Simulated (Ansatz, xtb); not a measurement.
## Isomers of C4H5PS in order of energy

5 gas-phase structures of C4H5PS, from a drawn sample of its isomers (lower ones may exist). Each was relaxed with GFN2-xTB:

A. `CC1=CP=CS1`, a singlet
B. `Pc1ccsc1`, a singlet
C. `CC1=CSC=P1`, a singlet
D. `S=[PH]1C=CC=C1`, a singlet
E. `CC1=PC=CS1`, a singlet

Problem. Which do you expect lowest at r2SCAN-D4/def2-SVP, and how would the others follow?

Solution. Calculated order at r2SCAN-D4/def2-SVP: A (0.0), E (2.8), C (5.0), B (41.3), D (66.1) kJ/mol. Less than 1 kcal/mol parts A and E; E and C, so the order within those pairs means little.

Energies above the lowest of each column, in kJ/mol; the last columns are at PBE-D3(BJ)/def2-SVP geometries (a dash: not run or not comparable):

| structure | GFN2-xTB | HF/STO-3G | r2SCAN-D4/def2-SVP | PBE-D3(BJ)/def2-SVP | CCSD(T)/def2-SVP + ΔMP2/def2-TZVPP |
| --- | --- | --- | --- | --- | --- |
| A | 0.5 | 0.0 | 0.0 | 0.0 | 0.0 |
| E | 6.4 | 5.0 | 2.8 | 2.6 | 4.5 |
| C | 4.1 | 4.3 | 5.0 | 4.5 | 4.4 |
| B | 3.3 | 22.1 | 41.3 | 35.8 | 39.2 |
| D | 0.0 | 303.0 | 66.1 | 70.1 | – |

Every level run on A puts it lowest or level with the lowest. CCSD(T)/def2-SVP + ΔMP2/def2-TZVPP orders those it was run on as A (0.0), C (4.4), E (4.5), B (39.2) kJ/mol. Less than 1 kcal/mol parts C and E, so the order within that pair means little. Flexible structures stand in one conformer each, not always the lowest. Frequencies (GFN2-xTB) were run for A, B, C, E alone. ΔMP2 is the change of the MP2 energy from the smaller to the larger basis.

Over these structures GFN2-xTB departs from r2SCAN-D4/def2-SVP by 25.5 kJ/mol on average once a common shift is removed. A GFN2-xTB relaxation took about 0.15 s and the r2SCAN-D4/def2-SVP energy about 3 s on a shared host (Ansatz 0.2.0, xtb 6.7.1).
